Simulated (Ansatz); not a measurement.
Geometry optimisation, Ansatz 0.2.0, RKS PBE-D4/def2-SVPD.

input.yaml

```yaml
crystal:
  periodic: [false, false, false]
  atoms:
    - { symbol: Al, position_ang: [0.175858, -0.180584, 0.222343] }
    - { symbol: H, position_ang: [0.546239, -0.458603, 1.707079] }
    - { symbol: C, position_ang: [2.087915, 0.085162, -0.0101] }
    - { symbol: H, position_ang: [2.481805, -0.888428, 0.355811] }
    - { symbol: H, position_ang: [2.651441, 0.362586, -0.922371] }
    - { symbol: H, position_ang: [2.329668, 0.817366, 0.789074] }
    - { symbol: O, position_ang: [-1.227479, -0.169086, -0.78876] }
    - { symbol: H, position_ang: [-2.114747, -0.415213, -0.488975] }
basis:
  gaussian: { orbitals: def2-SVPD }
hamiltonian:
  xc: pbe
  dispersion: d4
relax:
  f_tol: 0.03
  max_steps: 50
```

Command:

```bash
$ ansatz run input.yaml --threads 2 --pin off --max-ram 3072MiB --backend cpu --events-out ev --progress --plain --runs-dir out
```

Q: Where does it end, and by what steps?

A: The forces met the threshold. After 8 steps the energy has fallen by 0.713 eV; H2 moved furthest, 0.84 Å.

```csv
step,energy less start (eV),largest force component (eV/Å),accepted
0,0.0000,1.244,yes
1,-0.3264,0.819,yes
2,-0.5004,0.410,yes
3,-0.6375,0.198,yes
4,-0.7057,0.208,yes
5,-0.7058,0.290,yes
6,-0.7124,0.108,yes
7,-0.7131,0.075,yes
8,-0.7133,0.014,yes
```

```xyz
8
Properties=species:S:1:pos:R:3
Al 0.271 -0.257 0.522
H -0.223 -0.601 2.004
C 2.122 0.075 -0.005
H 2.759 -0.819 0.163
H 2.203 0.349 -1.075
H 2.577 0.893 0.592
O -0.918 -0.168 -0.748
H -1.861 -0.319 -0.589
```

Time of the run: 12 s on 2 threads of Arm Neoverse V2, with other jobs on the host, peak memory 0.13 GiB.
